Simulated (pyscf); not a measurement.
Single points on ωB97X-D3(BJ)/def2-SVP structures (PySCF, gas phase).

Q: Cl–SiH•–Cl + water (H₂O) → hydrogen chloride (HCl) + HO–SiH•–Cl
Surface: doublet. Broken: Cl–Si, H–O. Formed: Cl–H, O–Si. Give ΔE‡ and ΔE from M06-2X/def2-TZVP, relative to the separated reactants.

A: ΔE‡ = 0.49 eV, ΔE = -0.03 eV. ωB97M-D3(BJ)/def2-TZVP gives 0.52 eV and -0.02 eV. Zero-point energy shifts the barrier by -0.03 eV. It is a four-centre exchange, with an imaginary mode of 626i cm⁻¹. On the product side the descent ends in a complex, 0.18 eV under the separated species and 0.72 eV under the saddle at ωB97X-D3(BJ)/def2-TZVP. This is the saddle that the search found; another between the same sides may lie lower.
